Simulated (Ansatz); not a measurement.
Species: C$_{2}$H$_{3}$N, charge 0, singlet. C2H3N (acetonitrile, SMILES CC#N).
B3LYP-D3(BJ)/def2-TZVP minimum from Ansatz (a program for electronic structure):
```xyz
6

C     -0.0055     0.0046    -1.1739
C      0.0013    -0.0011     0.2805
N      0.0067    -0.0056     1.4298
H     -0.0055     1.0296    -1.5454
H      0.8782    -0.5072    -1.5556
H     -0.8946    -0.5041    -1.5473
```
Charge 0, spin multiplicity 1.

Quantity: atomisation energy (electronic, to ground-state atoms), in kJ/mol. Radicals and triplets start from unrestricted determinants; spin-orbit coupling is neglected. CBS(X,Y): correlation extrapolated as X^-3, Hartree-Fock from the larger set (Q,5: extrapolated as (X+1)exp(-9√X)). A bracket is a step between two methods taken in the basis named. Functionals run without relativity, which enters their misses. 'core' is core correlation in cc-pwCVTZ, 'X2C' scalar relativity in cc-pVTZ-DK, both at CCSD(T). Where a partner has so few electrons that a lower coupled-cluster level is exact, that level stands in.

CCSD(T)/CBS(cc-pVQZ,cc-pV5Z) + [CCSDT(Q) - CCSD(T)]/cc-pVDZ + core + X2C (Ansatz) gives 2579.8 kJ/mol.

Problem. What does PBE/def2-TZVPD (Ansatz) give here, and how do the other levels compare?

Solution. PBE gives 2657.1 kJ/mol, 77.3 kJ/mol above it. Differences of the others: B3LYP/def2-TZVPD (Ansatz) -4.2; PBE0/def2-TZVPD (Ansatz) 3.4; CCSD(T)/CBS(cc-pVQZ,cc-pV5Z) + core + X2C (Ansatz) -3.1 kJ/mol. Nearer than PBE: B3LYP/def2-TZVPD, PBE0/def2-TZVPD, CCSD(T)/CBS(cc-pVQZ,cc-pV5Z) + core + X2C.
